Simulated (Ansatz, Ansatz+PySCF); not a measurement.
```tsv
atom	x (Å)	y (Å)	z (Å)
Li	0.0000	0.0000	-0.3675
H	0.0000	0.0000	1.1025
```

RHF-MP2 on singlet LiH was run in several spherical basis sets with Ansatz (development build ahead of 0.2.0). Frozen core: 0 orbitals.

(1) Rank the basis sets by the total energy that they give, lowest first, with the distance from the lowest.
A. def2-SVP
B. def2-TZVP
C. 6-31G(d)
D. cc-pVTZ
E. cc-pVDZ

Results:

(1) B (0.00 eV), D (0.29 eV), E (0.84 eV), A (0.98 eV), C (1.15 eV).

Totals follow the description of the cores as much as that of the bonds, so this order isn't one of quality for chemistry.
